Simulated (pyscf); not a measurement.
PySCF, gas phase, ωB97X-D3(BJ)/def2-SVP geometries.

Problem. For the elementary gas-phase step `[InH]` [singlet] + `[H][H]` + `[H][H]` → `[InH3]` + `[H][H]` (singlet surface; H–H, H–H broken, H–In, H–In, H–H formed), what barrier and reaction energy does ωB97M-D3(BJ)/def2-TZVP give, measured from the separated reactants?

Solution. ΔE‡ = 49.1 kcal/mol, ΔE = -3.8 kcal/mol. Zero-point energy shifts the barrier by +3.2 kcal/mol. It is a multi-bond step, with an imaginary mode of 2030i cm⁻¹. One saddle was located; it need not be the lowest between these sides. Elements past Kr carry the def2 core potentials, without spin-orbit coupling.
